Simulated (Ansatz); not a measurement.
**CH2, triplet: CASSCF and its corrections**

Computed with Ansatz's Gaussian-basis code (development build). Basis cc-pVDZ, nonrelativistic, 1 orbital frozen in the corrections. State-specific CASSCF; RHF is the lowest restricted (open-shell) Hartree–Fock solution met. Solutions may break the symmetry of the shape. Lower solutions, or ones in other orbitals, may exist.

Geometry:

```
atom   x (Å)    y (Å)    z (Å)
   C  0.0000   0.0000  -0.1144
   H  0.0000   1.0843   0.3432
   H  0.0000  -1.0843   0.3432
```

(1) What do CASSCF and its corrections give against RHF in CAS(6,6), and what are the occupations?

Answers

(1) CASSCF -1.201 eV, SC-NEVPT2 -2.890 eV; occupations 1.97, 1.97, 1.00, 1.00, 0.03, 0.02.
